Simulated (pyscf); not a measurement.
Optimised with ωB97X-D3(BJ)/def2-SVP in PySCF.

Q: HS–In(Cl)–Cl + H₂ → Cl–InH–Cl + H₂S
Surface: singlet. Broken: In–S, H–H. Formed: H–In, H–S. Give ΔE‡ and ΔE from ωB97M-D3(BJ)/def2-TZVP, relative to the separated reactants.

A: ΔE‡ = 134.7 kJ/mol, ΔE = +54.8 kJ/mol. Zero-point energy shifts the barrier by +6.3 kJ/mol. It is a four-centre exchange, with an imaginary mode of 1477i cm⁻¹. On the product side the descent ends in an adduct with a In–S contact, 76.9 kJ/mol under the separated species and 135.1 kJ/mol under the saddle at ωB97X-D3(BJ)/def2-TZVP. What is counted as broken (In–S) persists as a longer contact in the product adduct; parting that adduct is a step of its own. This is the saddle that the search found; another between the same sides may lie lower. Elements past Kr carry the def2 core potentials, without spin-orbit coupling.
